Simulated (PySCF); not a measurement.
# Exact simulation of a proton spin system

Molecule: 2-Butenal (C/C=C/C=O, C₄H₆O).

Geometry:
```json
{"atom": "C1", "x (Å)": "-1.753", "y (Å)": "0.051", "z (Å)": "0.179"}
{"atom": "C2", "x (Å)": "-0.345", "y (Å)": "-0.349", "z (Å)": "-0.074"}
{"atom": "C3", "x (Å)": "0.735", "y (Å)": "0.438", "z (Å)": "0.053"}
{"atom": "C4", "x (Å)": "2.082", "y (Å)": "-0.076", "z (Å)": "-0.214"}
{"atom": "O5", "x (Å)": "3.098", "y (Å)": "0.562", "z (Å)": "-0.092"}
{"atom": "H6", "x (Å)": "-1.832", "y (Å)": "1.096", "z (Å)": "0.510"}
{"atom": "H7", "x (Å)": "-2.209", "y (Å)": "-0.596", "z (Å)": "0.947"}
{"atom": "H8", "x (Å)": "-2.363", "y (Å)": "-0.076", "z (Å)": "-0.731"}
{"atom": "H9", "x (Å)": "-0.180", "y (Å)": "-1.389", "z (Å)": "-0.391"}
{"atom": "H10", "x (Å)": "0.659", "y (Å)": "1.485", "z (Å)": "0.366"}
{"atom": "H11", "x (Å)": "2.107", "y (Å)": "-1.148", "z (Å)": "-0.552"}
```

One conformer, gas phase, fast rotation and ring inversion assumed for equivalent nuclei, no relativistic terms. GIAO PBE0/pcSseg-1 shieldings; J couplings at B3LYP/pcJ-1 (without the spin–dipole term); coordinates at the PBE0-D3(BJ)/def2-SVP level; PySCF 2.14.0 with density-fitted response routines.

Shifts are taken against calculated references (same method and geometry level): 1H vs TMS.

Shifts (ppm): H6/H7/H8 2.11, H9 6.61, H10 6.19, H11 9.42.
Couplings (Hz): H6–H7, H6–H8, H7–H8: -17.0; H6–H9, H7–H9, H8–H9: 8.2; H6–H10, H7–H10, H8–H10: -2.2; H6–H11, H7–H11, H8–H11: 0.1; H9–H10: 16.4; H9–H11: -0.3; H10–H11: 8.2.

The 6-spin Hamiltonian (Zeeman plus full scalar coupling among like nuclei) was diagonalised exactly; lines are Lorentzian, 0.4 Hz wide, and the maxima above 3 % are listed with the tallest set to 100.

(1) Give the 1H peak list of this spin system at 90 MHz.

(2) And at 400 MHz?

(3) Among coupled protons with different shifts, which pair is furthest from first order, and how does the field change that?

Results:

(1) 
```tsv
Hz	ppm	height
851.8	9.464	51
844.0	9.377	65
616.8	6.853	6
608.8	6.764	14
601.1	6.678	13
600.4	6.671	12
593.4	6.593	4
592.4	6.582	30
584.6	6.496	30
577.5	6.417	9
577.0	6.411	8
569.5	6.328	9
568.2	6.314	21
566.6	6.296	20
564.7	6.274	7
562.1	6.246	7
560.5	6.228	19
558.6	6.207	18
556.7	6.186	6
551.9	6.132	7
550.2	6.113	9
548.3	6.092	4
544.1	6.046	8
542.2	6.025	9
540.3	6.003	3
194.7	2.163	92
192.9	2.143	100
186.9	2.076	96
185.1	2.057	75
```

(2) 
δ in ppm (height): 9.430 (47), 9.410 (47), 6.662 (5), 6.662 (5), 6.642 (16), 6.642 (16), 6.622 (23), 6.621 (23), 6.601 (25), 6.601 (25), 6.581 (20), 6.580 (20), 6.560 (7), 6.560 (7), 6.228 (5), 6.222 (15), 6.217 (15), 6.212 (5), 6.207 (5), 6.202 (14), 6.197 (14), 6.191 (5), 6.187 (4), 6.181 (12), 6.176 (12), 6.171 (4), 6.166 (4), 6.161 (12), 6.156 (12), 6.150 (4), 2.123 (100), 2.118 (100), 2.103 (99), 2.097 (98)

(3) H9 and H10: Δν/J is about 2.3 at 90 MHz (strongly coupled) and 10.2 at 400 MHz (close to first order). J in Hz doesn't depend on the field, while Δν in Hz grows in proportion to it.

Unscaled 3J(H,H) at this level run about 10 % above measured values.
